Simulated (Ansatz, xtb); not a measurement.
GFN1-xTB against FCI for scans of the kind 'symmetric bend, bond length relaxed': energy range of the profile.

Values in kJ/mol, from Ansatz (an electronic-structure program) and xtb. Where two bases are given, the first is that of GFN1-xTB. Full CI is exact in its basis, with frozen cores. Scans on which GFN1-xTB failed or broke off at a jump of its own curve are missing, so the means are lower bounds.

```tsv
system	basis	GFN1-xTB	FCI	GFN1-xTB − FCI
H3 cation singlet	— / cc-pVTZ	27.1	169.5	-142.5
H2O cation doublet	— / cc-pVDZ	134.3	160.5	-26.2
H2Si singlet	— / cc-pVDZ	323.7	278.2	45.5
H2B cation singlet	— / aug-cc-pVDZ	305.1	430.5	-125.4
H2O singlet	— / cc-pVDZ	141.7	153.0	-11.3
H2Mg singlet	— / cc-pVDZ	322.0	296.0	26.0
CH2 triplet	— / cc-pVDZ	191.4	229.9	-38.5
H2Be singlet	— / cc-pVTZ	342.6	370.4	-27.8
H2F cation singlet	— / cc-pVDZ	158.0	179.8	-21.8
H3 cation singlet	— / cc-pVQZ	27.1	170.6	-143.5
H2F cation singlet	— / def2-SVP	158.0	184.2	-26.2
H2Si singlet	— / def2-TZVP	324.5	265.9	58.6
```

The mean difference from FCI is -36.1 kJ/mol (median -26.2) and the mean absolute one 57.8 kJ/mol (median 33.2); GFN1-xTB lies above in 3 and below in 9 of 12 cases. It is closest for H2O singlet (-11.3), H2F cation singlet (-21.8), H2Mg singlet (26.0) and furthest off for H3 cation singlet (-143.5), H3 cation singlet (-142.5), H2B cation singlet (-125.4).
